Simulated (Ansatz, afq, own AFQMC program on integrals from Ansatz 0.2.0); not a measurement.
AlGeH2, quartet in cc-pVDZ, levels against CCSDT(Q)

```csv
atom,x (Å),y (Å),z (Å)
Ge,-0.0108,0.0000,0.6644
Al,-0.0327,0.0000,-1.7631
H,0.8273,-1.0534,-0.3408
H,0.8273,1.0534,-0.3408
```

Connectivity, by distances: Ge–Al, 2 bridging H.

Basis cc-pVDZ. Only valence electrons are correlated. Integrals, coupled cluster, full CI and functionals: Ansatz 0.2.0; the random walks run on the same integrals in our own AFQMC program. The CISD trial takes its coefficients from CCSD amplitudes. Released means that phaseless walkers are propagated on without the constraint, phases kept. Free AFQMC starts from the CCSD state and is never constrained. Its projection time is finite, and what remains of the start isn't in its error. Error bars are statistical, one sigma. No spin–orbit coupling.

Determinant: UHF, the one that the program's search chose, which needn't be the lowest solution. The geometry is a PBE0/def2-TZVP stationary point of this or a neighbouring charge and spin state.

No full CI on the walks' own integrals is used here; CCSDT(Q) serves as the reference and is uncertain by about the last step of the cluster series.

Cautions: no relativity below Rb; no spin-orbit coupling; inner d shell frozen; another spin lies lower (by 3.42 eV).

```
T1 diagnostic                               : 0.0392
weight of the determinant in the CISD state : 0.865
⟨S²⟩ of the determinant                     : 3.761
size of the correlated space                : 9 electrons in 36 orbitals
```

Reference: CCSDT(Q), correlation energy -4.251 eV. The released energy is read at 2.40 1/Eh (meV from the phaseless value at times in 1/Eh: 2 ± 12 at 0.24, -9 ± 12 at 0.51, -9 ± 12 at 0.99, -18 ± 10 at 1.62, -15 ± 12 at 2.40).

| level | E − E(reference) (kJ/mol) | share of correlation (%) |
| --- | --- | --- |
| HF | 410.2 | 0.00 |
| MP2 | 101.6 | 75.24 |
| CCSD | 20.1 | 95.09 |
| CCSD(T) | 5.0 | 98.77 |
| CCSDT | 0.9 | 99.77 |
| ph-AFQMC/CISD | 1.5 ± 0.9 | 99.64 |
| released AFQMC | 0.0 ± 1.1 | 99.99 |
| free AFQMC | -2.0 ± 1.4 | 100.48 |

Free projections are given only where their last times agree within the noise and don't stop above the reference; a slow remainder of the start can still hide under it. A walk keeps the symmetry of its determinant, which the program's search chose and which needn't be the lowest solution, so a lower state of the same spin and another symmetry isn't excluded. Released energies are given only where the last usable release times agree within the noise; a slower fall can still hide under it.
